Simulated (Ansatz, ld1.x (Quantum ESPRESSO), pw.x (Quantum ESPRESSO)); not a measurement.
pw.x on fcc Mg: one setting changed

Potential: norm-conserving Troullier–Martins (Kleinman–Bylander form), ld1.x (Quantum ESPRESSO) 7.5, PBEsol; core [Ne], reference 3s1.75 3p0; waves: 3s (bound): rc 2.75 bohr; 3p (bound, empty): rc 3.45 bohr; 3d channel at 0.05 Ry: rc 2.60 bohr; local part: the d channel; core correction: none.

The reference run (k-mesh 13³, cutoffs 35/140 Ry, Fermi–Dirac 0.01 Ry, mixing_beta 0.4, conv_thr 1e-9, no spin) gives 0.03 GPa at 22.729 Å³/atom, where all-electron LAPW gives -0.03 GPa. This run, with its own iteration cap, changes smearing to mv.

```
&control
  calculation='scf', prefix='x', pseudo_dir='./', outdir='./tmp', tstress=.true., disk_io='none'
/
&system
  ibrav=0, nat=1, ntyp=1, ecutwfc=35, ecutrho=140, nbnd=8,
  occupations='smearing', smearing='mv', degauss=0.01
/
&electrons
  conv_thr=1e-09, mixing_beta=0.4, electron_maxstep=70
/
ATOMIC_SPECIES
Mg 1.0 Mg.UPF
CELL_PARAMETERS angstrom
  0.00000000 2.24827852 2.24827852
  2.24827852 0.00000000 2.24827852
  2.24827852 2.24827852 0.00000000
ATOMIC_POSITIONS crystal
Mg 0.0000 0.0000 0.0000
K_POINTS automatic
13 13 13 0 0 0
```

```bash
pw.x < Mg.scf.in > Mg.scf.out
```

Task: How does the run end?

Result: It converges in 6 iterations; the free energy moves by +13.4 meV/atom and the pressure by -0.07 GPa. This scheme is built to cancel the term in the square of the width that Fermi–Dirac smearing leaves in the F of a metal.

```
Message from routine setup:
     using ibrav=0 with symmetry is DISCOURAGED, use correct ibrav instead
     lattice parameter (alat)  =       6.0085  a.u.
     unit-cell volume          =     153.3829 (a.u.)^3
     number of electrons       =         2.00
     number of Kohn-Sham states=            8
     kinetic-energy cutoff     =      35.0000  Ry
     charge density cutoff     =     140.0000  Ry
     scf convergence threshold =      1.0E-09
     Exchange-correlation= PBESOL
     number of k points=    84  Marzari-Vanderbilt smearing, width (Ry)=  0.0100
     iteration #  1     ecut=    35.00 Ry     beta= 0.40
     total energy              =      -1.77380334 Ry
     estimated scf accuracy    <       0.00466210 Ry
     iteration #  2     ecut=    35.00 Ry     beta= 0.40
     total energy              =      -1.77392389 Ry
     estimated scf accuracy    <       0.00164642 Ry
     iteration #  3     ecut=    35.00 Ry     beta= 0.40
     total energy              =      -1.77396359 Ry
     estimated scf accuracy    <       0.00000210 Ry
     iteration #  4     ecut=    35.00 Ry     beta= 0.40
     total energy              =      -1.77396656 Ry
     estimated scf accuracy    <       0.00000055 Ry
     iteration #  5     ecut=    35.00 Ry     beta= 0.40
     total energy              =      -1.77396687 Ry
     estimated scf accuracy    <       0.00000003 Ry
     iteration #  6     ecut=    35.00 Ry     beta= 0.40
     the Fermi energy is     3.6200 ev
!    total energy              =      -1.77396697 Ry
     estimated scf accuracy    <          2.1E-10 Ry
     smearing contrib. (-TS)   =      -0.00001380 Ry
     The total energy is F=E-TS. E is the sum of the following terms:
     one-electron contribution =       1.23813011 Ry
     hartree contribution      =       0.00399438 Ry
     xc contribution           =      -0.85780006 Ry
     ewald contribution        =      -2.15827760 Ry
     convergence has been achieved in   6 iterations
          total   stress  (Ry/bohr**3)                   (kbar)     P=       -0.34
     Message from routine punch:
     Nothing written, as per user request (disk_io='none')
```

The run took about 3.1 s on one core of a shared host (Neoverse-V2, 96 threads, 742 GiB, load 108).
